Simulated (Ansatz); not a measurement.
Cost and result for the atomization energy of C$_{3}$H$_{2}$FN (7 atoms, 7 bonds).

```xyz
7

F     2.416    0.104   -0.292
C     1.319    0.812   -0.291
C     0.157    0.161   -0.640
N    -1.027   -0.039   -1.031
C    -0.853   -0.261    0.403
H    -0.769   -1.277    0.776
H    -1.242    0.499    1.075
```

Total charge 0; spin multiplicity 1. The bonds changed during the relaxation, so this is another structure than the one it started from. All single points use the PBE0-D4/def2-TZVP geometry. Program: Ansatz. All runs use 2 threads of an Arm Neoverse V1 on a shared host. Times are those of one run each, without the atoms' runs, and a repeat can differ threefold. Electronic energies, without spin–orbit coupling; frozen cores. CCSD(T)/CBS adds CCSD(T) − MP2 in def2-TZVPP to the MP2 limit, and its time is that of the two runs behind it. T1 = 0.022; the RHF reference is unstable towards UHF. B3LYP takes the VWN-RPA correlation (the form of Gaussian; ORCA's B3LYP/G).

CCSD(T)/CBS is a level of theory with its own doubt, some kJ/mol a heavy atom from the limit and from the frozen cores, so smaller differences don't rank the functionals.

```csv
level,functions,wall time,atomization (kJ/mol),difference from CCSD(T)/CBS,per bond
revPBE-D4/def2-TZVPP,183,2.1 s,2910.5,123.7,17.7
PBE-D4/def2-TZVPP (with forces),183,2.4 s,3019.3,232.5,33.2
PBE0-D4/def2-TZVPP,183,2.6 s,2865.4,78.6,11.2
BHLYP-D4/def2-TZVPP,183,2.8 s,2628.4,-158.4,-22.6
B3LYP-D4/def2-TZVPP (with forces),183,3.6 s,2822.9,36.1,5.2
CCSD(T)/def2-SVP,80,4 s,2633.4,-153.4,-21.9
r2SCAN-D4/def2-TZVPP (with forces),183,4.9 s,2844.2,57.4,8.2
B2PLYP/def2-TZVPP,183,6 s,2787.8,1.0,0.1
PBE-QIDH/def2-TZVPP,183,6 s,2786.4,-0.4,-0.1
B97M-V/def2-TZVPP,183,8.5 s,2844.3,57.5,8.2
MP2/def2-QZVPP,345,19 s,2855.6,68.8,9.8
CCSD(T)/def2-TZVPP,183,78 s,2694.5,-92.3,-13.2
CCSD(T)/CBS(def2),–,97 s,2786.8,0.0,0.0
```

At CCSD(T), def2-SVP lies −153.5 kJ/mol from the extrapolated value and def2-TZVPP −92.4 kJ/mol: correlation converges slowly with the basis, and small sets miss more of it in the bonded molecule than in its fragments. From r2SCAN to r2SCAN0 (25 % exact exchange), in def2-TZVPP and without D4, the atomization energy moves by −116.2 kJ/mol: exact exchange takes away binding that semilocal exchange gives to molecules. Leaving LDA and LC-ωPBE aside and taking each functional with its dispersion term where it has one, the values spread over 391.0 kJ/mol, from BHLYP-D4 to PBE-D4. LDA lies +429.5 kJ/mol from PBE without D4, its usual overbinding.
